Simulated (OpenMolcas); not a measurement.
**SOS-MP2/aug-cc-pVDZ (Cholesky decomposition) run of SiNH4Cl (SMILES N[SiH2]Cl)**

Aim: the energy difference between two shapes of SiNH4Cl at SOS-MP2/aug-cc-pVDZ (Cholesky decomposition), from 2 runs. 

Program for the calculation: OpenMolcas 26.06.

12 further runs of the same task are left out: 1 that didn't finish, 11 set aside as unsound or not needed.

## 1. Starting point

SiNH4Cl: 7 atoms, total charge 0, spin state singlet. SMILES: `N[SiH2]Cl`. The coordinates come from a GFN2-xTB relaxation. This is one conformer, not always the lowest.

Bond lengths: N1–Si2 1.717 Å, Si2–Cl3 2.014 Å, N1–H4 1.005 Å, N1–H5 1.007 Å, Si2–H6 1.465 Å, Si2–H7 1.457 Å. Angles: N1–Si2–Cl3 105.2°, N1–Si2–H6 116.1°, N1–Si2–H7 106.6°, Cl3–Si2–H6 106.7°, Cl3–Si2–H7 110.3°, Si2–N1–H4 120.1°, Si2–N1–H5 120.3°, H6–Si2–H7 111.7°, H4–N1–H5 110.6°.

## 2. The energy at SOS-MP2/aug-cc-pVDZ (Cholesky decomposition)

mol.input

```
>>> EXPORT MOLCAS_PRINT=2

&GATEWAY
  Coord
  7
  angstrom
  N       -0.830310      -0.136280      -0.656380
  Si       0.587000       0.113460       0.279180
  Cl       0.549660      -1.325430       1.687720
  H       -1.001790       0.425890      -1.472010
  H       -1.697480      -0.384660      -0.208170
  H        0.675410       1.392830       0.987560
  H        1.717510      -0.085810      -0.617910
  Basis = aug-cc-pVDZ
  Group = NoSym

&SEWARD
  Low

&SCF
  PrOrbitals = 0

&MBPT2
  SOSMP2
  Frozen = 11
```

Started as:

```console
$ export MOLCAS_MEM=1860
$ pymolcas mol.input > mol.log
```

Standard output:

```text
--- Start Module: gateway ---
[...]
--- Stop Module: gateway /rc=_RC_ALL_IS_WELL_ ---
[...]
      Basis functions          113
[...]
--- Start Module: scf ---
[...]
       Convergence after  11 Iterations
[...]
::    Total SCF energy                               -805.2982824159
[...]
      Total spin, S                                     0.0000000000
[...]
      Total electronic charge=   42.000000
      Total            charge=   -0.000000
[...]
      Dipole Moment (debye):
      Origin of the operator (angstrom)=    0.2928   -0.5399    0.6954
                   X= -9.4434E-01               Y=  1.6095E+00               Z= -1.2403E+00           Total=  2.2407E+00
      Quadrupole Moment (debye*angstrom):
[...]
--- Stop Module: scf /rc=_RC_ALL_IS_WELL_ ---
[...]
--- Start Module: mbpt2 ---
[...]
WARNING!
Default frozen orbitals as non valence orbitals is overwritten by user input.
Default values:   8
[...]
::    Total MBPT2 energy                             -805.7244968311
[...]
--- Stop Module: mbpt2 /rc=_RC_ALL_IS_WELL_ ---
[...]
```

It took 10 s on 1 thread of Arm Neoverse N1, shared host; peak memory 0.25 GiB.

## 3. The distorted shape, same level

mol.input

```
&GATEWAY
Coord
7
angstrom
N       -0.945983       0.013004      -0.615720
Si       0.471996       0.214286       0.125132
Cl       0.579385      -1.439705       1.649888
H       -1.036413       0.477910      -1.495355
H       -1.461745      -0.345420      -0.400828
H        0.612693       1.389804       1.214130
H        1.741977      -0.227404      -0.484038
Basis = aug-cc-pVDZ
Group = NoSym
&SEWARD
Low
&SCF
PrOrbitals = 0
&MBPT2
SOSMP2
Frozen = 11
```

Started as:

```console
$ export MOLCAS_MEM=1860
$ pymolcas mol.input > mol.log
```

Standard output:

```text
--- Start Module: gateway ---
[...]
--- Stop Module: gateway /rc=_RC_ALL_IS_WELL_ ---
[...]
      Basis functions          113
[...]
--- Start Module: scf ---
[...]
       Convergence after  11 Iterations
[...]
::    Total SCF energy                               -805.0342800972
[...]
      Total spin, S                                     0.0000000000
[...]
      Total electronic charge=   42.000000
      Total            charge=   -0.000000
[...]
      Dipole Moment (debye):
      Origin of the operator (angstrom)=    0.2479   -0.5293    0.6347
                   X= -1.2222E+00               Y=  2.6734E+00               Z= -3.7327E+00           Total=  4.7513E+00
      Quadrupole Moment (debye*angstrom):
[...]
--- Stop Module: scf /rc=_RC_ALL_IS_WELL_ ---
[...]
--- Start Module: mbpt2 ---
[...]
WARNING!
Default frozen orbitals as non valence orbitals is overwritten by user input.
Default values:   8
[...]
::    Total MBPT2 energy                             -805.4489818061
[...]
--- Stop Module: mbpt2 /rc=_RC_ALL_IS_WELL_ ---
[...]
```

It took 10 s on 1 thread of Arm Neoverse N1, shared host; peak memory 0.25 GiB.

## 4. Results

Level: SOS-MP2/aug-cc-pVDZ (Cholesky decomposition), 11 core orbitals frozen.

```
                                                     quantity          value
                                    first shape: total energy  -805.72450 Eh
              first shape: dipole moment (mean-field density)         2.24 D
             first shape: HOMO energy (Hartree–Fock orbitals)      -11.20 eV
             first shape: LUMO energy (Hartree–Fock orbitals)        0.90 eV
           first shape: HOMO–LUMO gap (Hartree–Fock orbitals)       12.10 eV
    first shape: correlation energy (11 core orbitals frozen)     -426.2 mEh
                                distorted shape: total energy  -805.44898 Eh
          distorted shape: dipole moment (mean-field density)         4.75 D
         distorted shape: HOMO energy (Hartree–Fock orbitals)      -11.17 eV
         distorted shape: LUMO energy (Hartree–Fock orbitals)        0.65 eV
       distorted shape: HOMO–LUMO gap (Hartree–Fock orbitals)       11.83 eV
distorted shape: correlation energy (11 core orbitals frozen)     -414.7 mEh
                       energy change with the atoms displaced       7.497 eV
```

**Reading.** With the atoms displaced the energy rises by 7.50 eV (173 kcal/mol). The first shape isn't relaxed at this level, so the change isn't measured from a minimum. Mulliken charges (first shape) of the mean-field density run from -0.52 on Cl3 to +1.12 on Si2; in a basis this large or diffuse they mean little. Mulliken charges (distorted shape) of the mean-field density run from -0.68 on Cl3 to +1.04 on Si2; in a basis this large or diffuse they mean little.
